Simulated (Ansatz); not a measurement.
# Nudged elastic band run: C$_{3}$H$_{6}$O$_{3}$

The input (input.yaml):

```yaml
crystal:
  periodic: [false, false, false]
  atoms:
    - { symbol: C, position_ang: [-0.123865, -1.962952, -0.239534] }
    - { symbol: O, position_ang: [-0.64461, -0.791368, 0.372725] }
    - { symbol: C, position_ang: [0.326914, 0.156519, 0.686867] }
    - { symbol: C, position_ang: [0.154863, 1.383866, 0.134033] }
    - { symbol: O, position_ang: [-0.88611, 1.653422, -0.695454] }
    - { symbol: O, position_ang: [0.958921, 2.441874, 0.364715] }
    - { symbol: H, position_ang: [-0.979306, -2.632586, -0.457956] }
    - { symbol: H, position_ang: [0.419383, -1.73303, -1.185499] }
    - { symbol: H, position_ang: [0.579397, -2.49707, 0.440907] }
    - { symbol: H, position_ang: [1.134328, -0.100531, 1.388626] }
    - { symbol: H, position_ang: [-1.403616, 0.814953, -0.708851] }
    - { symbol: H, position_ang: [0.540802, 3.211704, -0.066678] }
basis:
  gaussian: { orbitals: def2-SVP }
hamiltonian:
  xc: pbe
  dispersion: d4
neb:
  order_check: false
  images: 7
  f_tol: 0.03
  max_iterations: 60
  initial_path: idpp
  final_atoms:
    - { symbol: C, position_ang: [-0.10775194, -1.97042687, -0.19534402] }
    - { symbol: O, position_ang: [-0.48649031, -0.81234082, 0.53564745] }
    - { symbol: C, position_ang: [0.4947291, 0.17566659, 0.56999649] }
    - { symbol: C, position_ang: [0.13180847, 1.38857571, 0.08205661] }
    - { symbol: O, position_ang: [-1.10727482, 1.61273443, -0.42720009] }
    - { symbol: O, position_ang: [0.93083918, 2.47526953, 0.07383093] }
    - { symbol: H, position_ang: [0.13966347, -1.7318459, -1.2558408] }
    - { symbol: H, position_ang: [0.77932477, -2.46582615, 0.2634641] }
    - { symbol: H, position_ang: [-0.96088674, -2.67692957, -0.16502116] }
    - { symbol: H, position_ang: [1.47371453, -0.04230026, 1.0224102] }
    - { symbol: H, position_ang: [-1.58016288, 0.75900872, -0.29023748] }
    - { symbol: H, position_ang: [0.36958818, 3.23321558, -0.17986124] }
```

Command:

```bash
$ ansatz run input.yaml --threads 2 --pin off --max-ram 3072MiB --backend cpu --events-out ev --progress --plain --runs-dir out
```

Output, in part (warnings, iteration lines, the closing report on the highest movable image, with atoms numbered from 0):

```
NEB end point (image 0): max|allowed force component| = 8.035e-3 eV/Å (the criterion of neb.relax_end_points is 1.000e-2)
NEB end point (image 8): max|allowed force component| = 1.091e-2 eV/Å (the criterion of neb.relax_end_points is 1.000e-2)
NEB iter   1: max|band force component| = 1.036e0 eV/Å  barrier→ = 0.1676 eV  barrier← = 0.1677 eV  Δτ_max = 0.0812 Å  (269 SCF iters)
NEB iter   2: max|band force component| = 2.290e-1 eV/Å  barrier→ = 0.0970 eV  barrier← = 0.0970 eV  CI = image 4  Δτ_max = 0.0226 Å  (216 SCF iters)
NEB iter   3: max|band force component| = 7.341e-2 eV/Å  barrier→ = 0.0938 eV  barrier← = 0.0939 eV  CI = image 4  Δτ_max = 0.0217 Å  (219 SCF iters)
NEB iter   4: max|band force component| = 4.028e-2 eV/Å  barrier→ = 0.0935 eV  barrier← = 0.0936 eV  CI = image 4  Δτ_max = 0.0247 Å  (220 SCF iters)
NEB iter   5: max|band force component| = 4.092e-2 eV/Å  barrier→ = 0.0932 eV  barrier← = 0.0933 eV  CI = image 4  Δτ_max = 0.0124 Å  (220 SCF iters)
NEB iter   6: max|band force component| = 2.107e-2 eV/Å  barrier→ = 0.0931 eV  barrier← = 0.0932 eV  CI = image 4  Δτ_max = 0.0000 Å  (429 SCF iters)
Total energy: -9331.32858294 eV, -342.9200004214 hartree
Atom 0 at     0.037331    -1.988848    -0.120091 Å, force    -0.005909     0.019611     0.014466 eV/Å
Atom 1 at    -0.289811    -0.823943     0.638832 Å, force     0.006267    -0.008386    -0.003075 eV/Å
Atom 2 at     0.575525     0.257613     0.498390 Å, force    -0.011943     0.000825     0.003756 eV/Å
Atom 3 at     0.020279     1.399656     0.018153 Å, force     0.011795    -0.001175    -0.000203 eV/Å
Atom 4 at    -1.290978     1.462204    -0.328386 Å, force    -0.006283     0.003635    -0.002043 eV/Å
Atom 5 at     0.684958     2.562970    -0.137586 Å, force    -0.000578    -0.002561    -0.003533 eV/Å
Atom 6 at    -0.779577    -2.219730    -0.839549 Å, force    -0.000288    -0.003668    -0.004322 eV/Å
Atom 7 at     0.976272    -1.847407    -0.695121 Å, force     0.002193    -0.005245    -0.004602 eV/Å
Atom 8 at     0.156857    -2.857917     0.562493 Å, force     0.001798    -0.002473    -0.003384 eV/Å
Atom 9 at     1.616141     0.177504     0.845640 Å, force     0.000135     0.000956    -0.000016 eV/Å
Atom 10 at    -1.644178     0.577669    -0.074327 Å, force     0.003929    -0.002072     0.000680 eV/Å
Atom 11 at     0.014283     3.245030    -0.334546 Å, force    -0.001115     0.000554     0.002276 eV/Å
Dipole moment:    -0.134519    -0.102898    -0.165628 e Å
```

The forces met the threshold. A vibrational analysis at the climbing image gives one clearly imaginary mode, 197i cm⁻¹: a first-order saddle point.

Final band (atoms are numbered from 1 in the order of the input):

| image | path coordinate (Å) | energy (kcal/mol) | dihedral H8–C1–O2–C3 (°) |
| --- | --- | --- | --- |
| 0 | 0.00 | 0.0 | -59 |
| 1 | 0.42 | 0.3 | -47 |
| 2 | 0.85 | 1.0 | -32 |
| 3 | 1.27 | 1.8 | -16 |
| 4 | 1.70 | 2.1 | 2 |
| 5 | 2.13 | 1.8 | 20 |
| 6 | 2.57 | 1.0 | 36 |
| 7 | 3.00 | 0.2 | 50 |
| 8 | 3.44 | 0.0 | 62 |

The run took 95 s on 2 threads of Intel(R) Xeon(R) Platinum 8488C (Sapphire Rapids) (shared host), peak memory 0.17 GiB.
